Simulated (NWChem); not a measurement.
**Total energies of formamide (CH$_{3}$NO)**

SMILES: NC=O
```xyz
6

N     -0.1982    -1.0835     0.0000
C     -0.3131     0.2775     0.0000
O      0.6186     1.0642     0.0000
H      0.7326    -1.5054     0.0000
H     -1.0184    -1.6888     0.0000
H     -1.3967     0.6003     0.0000
```
Charge 0, spin multiplicity 1.

All runs are NWChem calculations. All single points use one geometry, from PBE/def2-SVP, a minimum by its harmonic frequencies. It is one conformer; others weren't searched.

Basis set: STO-3G (18 functions).

| method | total energy (Ha) |
|---|---|
| RHF | -166.68614 |
| MP2 | -166.84808 |
| B2PLYP | -167.34932 |
| PBE | -167.41342 |
| B3LYP | -167.59176 |
| LC-wPBE (omega 0.3 per bohr) | -167.46727 |
| CCSD(T) | -166.88256 |

Total energies of different functionals aren't comparable as a measure of quality: only differences taken within one method are. 

The correlated methods keep 3 core orbitals frozen. B3LYP has NWChem's definition, with VWN1-RPA local correlation. Coupled-cluster values serve here as a point of comparison, not as the truth.
